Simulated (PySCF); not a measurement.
Species: silanethione, H₂SSi.
Bonds: Si1–S2 (double). Hydrogens: H3, H4 on Si1.

Computed with PySCF at CAM-B3LYP/def2-SVPD, non-relativistic, on one gas-phase PBE0-D3(BJ)/def2-SVP geometry that isn't relaxed in the solvent. The solvent is an IEF-PCM continuum (van der Waals radii × 1.2). Only the electrostatic response of the medium enters.

Gas phase at CAM-B3LYP/def2-SVPD: HOMO -8.51 eV, LUMO -1.61 eV, dipole 2.95 D.

Q: What does the continuum do to the energy, the frontier levels and the dipole at CAM-B3LYP/def2-SVPD in dichloromethane and dimethylsulfoxide?

A: 
| solvent | ε | E(solvent) − E(gas) (kcal/mol) | polarisation term (kcal/mol) | distortion of the solute (kcal/mol) | HOMO (eV) | LUMO (eV) | dipole (D) |
| --- | --- | --- | --- | --- | --- | --- | --- |
| dichloromethane | 8.93 | -3.48 | -4.53 | 1.05 | -8.62 | -1.41 | 4.11 |
| dimethylsulfoxide | 46.83 | -4.12 | -5.60 | 1.48 | -8.65 | -1.39 | 4.32 |

Polarisation term: ½ Σ q·V over the induced surface charges. Distortion: the rise of the solute's own energy as its density leaves the gas-phase optimum. From dichloromethane to dimethylsulfoxide the lowering changes by a factor 1.19, Onsager's factor (ε − 1)/(2ε + 1) by 1.15 and ε itself by 5.2.

Q: Which radius a makes the point-dipole formula ΔE = −[(ε − 1)/(2ε + 1)]·μ²/a³ give the value in dimethylsulfoxide, with the gas-phase dipole?

A: μ = 1.161 au and |ΔE| = 0.00657 Eh give a = 2.45 Å; the farthest nucleus lies 1.89 Å from the centroid of the nuclei. The formula assumes a rigid point dipole at the centre of a sphere.

Q: How does the static polarisability (CAM-B3LYP/def2-SVPD, frozen core, with the continuum's full static response) change?

A: 
```
           medium  isotropic (au)  principal values (au)  ⟨r²⟩ of the electrons (bohr²)
              gas            50.5       40.1, 45.0, 66.4                          196.9
  dichloromethane            66.4       51.6, 59.5, 88.2                          196.6
dimethylsulfoxide            69.7       54.2, 62.8, 92.1                          196.6
```

The isotropic value in dimethylsulfoxide is 1.38 times the gas-phase one; no cavity-field correction is applied. ⟨r²⟩ is taken about the centre of nuclear charge.

The run took 1.6 s wall on one thread of an Arm Neoverse V1, on a shared host. This is the whole response run at CAM-B3LYP/def2-SVPD in dimethylsulfoxide, SCF included.
